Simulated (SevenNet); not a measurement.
# hcp Zn

Calculation: the machine-learned potential SevenNet-l3i5 (trained on PBE and PBE+U data).

Cell (relaxed at this level):

```xyz
2
Lattice="2.6412 0.0000 0.0000 -1.3206 2.2873 0.0000 0.0000 0.0000 5.1246" Properties=species:S:1:pos:R:3 pbc="T T T"
Zn     1.3206     0.7624     3.8435
Zn     0.0000     1.5249     1.2812
```

vacancy formation energy: 0.37 eV

Measured, for comparison: vacancy formation energy 0.54 eV (not corrected to a static lattice, monovacancy; as tabulated in Garrity and Choudhary (2023), arXiv:2112.11585). Computed (rounded) less measured: vacancy formation energy -0.17 eV.

A machine-learned potential is trained on density-functional data: it inherits that level's misses and adds fitting errors of its own.
